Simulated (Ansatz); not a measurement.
# CHN (singlet): from Hartree-Fock to the top rungs, cc-pVDZ

One table from this session's results is given with a row withheld; the runs are named, their logs left out.

The runs use Ansatz 0.2.0, Gaussian basis; cc-pVDZ, core rule «outside noble gas», up to 2 orbitals frozen.

Plan: UHF; CCSD(T) on RHF; BCCD(T) on RHF; CISD; CCSDT(Q) on RHF; CISDTQ; CCSDTQ on RHF; CASSCF and MRCISD+Q, 10 electrons in 9 orbitals; CASSCF and NEVPT2, 10 electrons in 9 orbitals.

9 further runs of the same task are left out: 9 set aside as unsound or not needed.

## The system

The geometry is an MP2(full)/6-31G* stationary point (not a proven minimum).

3 atoms, charge 0, spin multiplicity 1.

Atoms are counted from 1 here; the program's logs count them from 0.

Bond lengths: C1–N2 1.176 Å, C1–H3 1.069 Å. Angles: N2–C1–H3 180.0°.

The first run:

The input, in.yaml:

```yaml
crystal:
  periodic: [false, false, false]
  atoms:
    - {symbol: C, position_ang: [0.000000, 0.000000, 0.035736]}
    - {symbol: N, position_ang: [0.000000, 0.000000, -1.140472]}
    - {symbol: H, position_ang: [0.000000, 0.000000, 1.104735]}
basis:
  gaussian: {orbitals: cc-pVDZ}
magnetization: {spin_polarized: true, initial_magnetization: 0}
hamiltonian: {xc: hf}
output: {orbitals: {seedname: orbitals}}
```

On the command line:

```console
$ ansatz run in.yaml --threads 1 --pin off --events-out ev --progress --plain --max-ram 4096MiB --backend cpu
```

Among the steps run: UHF; CCSD(T) on RHF; BCCD(T) on RHF; CISD; CCSDT(Q) on RHF; CISDTQ; CCSDTQ on RHF; CASSCF and MRCISD+Q, 10 electrons in 9 orbitals; CASSCF and NEVPT2, 10 electrons in 9 orbitals.

One table of the session follows, with a row left open; its other results are not shown here.

| method | from RCCSDTQ (kcal/mol) |
| --- | --- |
| RHF | +195.30 |
| RMP2 | +13.71 |
| CISD | +22.59 |
| RCCSD | +8.79 |
| RCCSD(T) | +0.95 |
| BCCD(T) | +0.97 |
| RCCSDT | +0.84 |
| CISDTQ | +1.40 |
| RCCSDT(Q) | -0.15 |
| RCCSDTQ | 0 |
| CASSCF valence | +98.89 |
| NEVPT2 valence | ? |
| MRCISD valence | +4.57 |
| MRCISD+Q valence | +0.04 |

Estimate the missing values for NEVPT2 valence.

As computed: from RCCSDTQ (kcal/mol): +18.81. In the column «from RCCSDTQ (kcal/mol)» it lies between RMP2 (+13.71) and CISD (+22.59).
